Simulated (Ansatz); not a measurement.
Al3H9⁺, that is (H2Al-mu-H)3 with one electron fewer. Charge 1, multiplicity 2. Geometry r2SCAN-D4/def2-SVP.

```xyz
12

Al   -0.6241   -1.7477   -0.7946
H    -1.1565   -3.0884   -1.3908
H     1.5616   -0.1808   -0.6509
H     1.0632   -0.9566   -0.9240
Al    1.4110    1.4073    0.3230
H     0.5680    0.5471    1.5056
H     2.4682    2.5206    0.6045
H    -0.0961    1.6544   -0.3950
Al   -0.9952    0.4309    0.5967
H    -2.2475    0.9722    1.3472
H    -1.3058   -0.2269   -1.0626
H    -0.6468   -1.3320    0.8408
```

In the charge 1 doublet, H3 and H4 lie 0.96 Å apart (atoms count from 1), so these atoms are partly bonded to each other.

(1) Estimate the α-spin orbital energies around the gap (eV) in Ansatz with PBE-D4/def2-TZVP, PBE0-D4/def2-TZVP.

## Answers

(1) 
```csv
orbital,PBE-D4/def2-TZVP,PBE0-D4/def2-TZVP
HOMO−5,-14.12,-15.50
HOMO−4,-13.64,-14.97
HOMO−3,-13.11,-14.41
HOMO−2,-12.62,-13.90
HOMO−1,-12.39,-13.60
HOMO,-10.41,-11.40
LUMO,-7.00,-6.17
LUMO+1,-6.44,-5.65
LUMO+2,-6.42,-5.64
LUMO+3,-5.28,-4.45
LUMO+4,-4.91,-4.10
LUMO+5,-4.76,-3.94
β HOMO,-12.34,-13.55
β LUMO,-9.23,-8.36
```
